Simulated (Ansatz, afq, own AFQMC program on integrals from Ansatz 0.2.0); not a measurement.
GeNH3, triplet: AFQMC among the cluster methods

```xyz
5

Ge   -0.1180    0.0000    0.8374
N     0.5433    0.0000   -4.1953
H     0.6398   -1.2595    1.3402
H     0.6398    1.2595    1.3402
H    -0.3288    0.0000   -4.7308
```

Connectivity, by distances: GeH2 ··· NH.

Basis cc-pVDZ. Noble-gas cores (and the filled d shells of Ga–Kr and In–Xe) are frozen. Ansatz 0.2.0 and our own AFQMC program on the same integrals; the CISD trial comes from CCSD amplitudes, and released means the phaseless constraint is let go. ± is one standard error of the sampling. No spin–orbit coupling.

Determinant: ROHF, the one that the program's search chose, which needn't be the lowest solution. The geometry is a point of a scan.

No full CI on the walks' own integrals is used here; CCSDT(Q) serves as the reference and is uncertain by about the last step of the cluster series.

Cautions: no relativity below Rb; no spin-orbit coupling; inner d shell frozen; lower spins were not checked.

The T1 diagnostic is 0.0152, the weight of the determinant in the CISD state is 0.878 and the size of the correlated space is 12 electrons in 41 orbitals.

```csv
level,correlation energy (eV)
MP2,-5.2572
CCSD,-6.4982
CCSD(T),-6.5941
```

Estimate where phaseless AFQMC with a CISD trial lies against CCSD(T) on the same integrals.

2.3 ± 0.9 kJ/mol below CCSD(T).

Reference: CCSDT(Q), correlation energy -6.621 eV. The released energy is read at 1.62 1/Eh, later times being too noisy (meV from the phaseless value at times in 1/Eh: -17 ± 16 at 0.24, -11 ± 13 at 0.51, -22 ± 14 at 0.99, -26 ± 16 at 1.62, -82 ± 30 at 2.40).

```json
{"level": "CCSD(T)", "E − E(reference) (kJ/mol)": "2.6", "share of correlation (%)": "99.59"}
{"level": "CCSDT", "E − E(reference) (kJ/mol)": "0.5", "share of correlation (%)": "99.92"}
{"level": "ph-AFQMC/CISD", "E − E(reference) (kJ/mol)": "0.3 ± 0.9", "share of correlation (%)": "99.95"}
{"level": "released AFQMC", "E − E(reference) (kJ/mol)": "-2.2 ± 1.5", "share of correlation (%)": "100.35"}
```

A walk keeps the symmetry of its determinant, which the program's search chose and which needn't be the lowest solution, so a lower state of the same spin and another symmetry isn't excluded. Released energies are given only where the last usable release times agree within the noise; a slower fall can still hide under it.
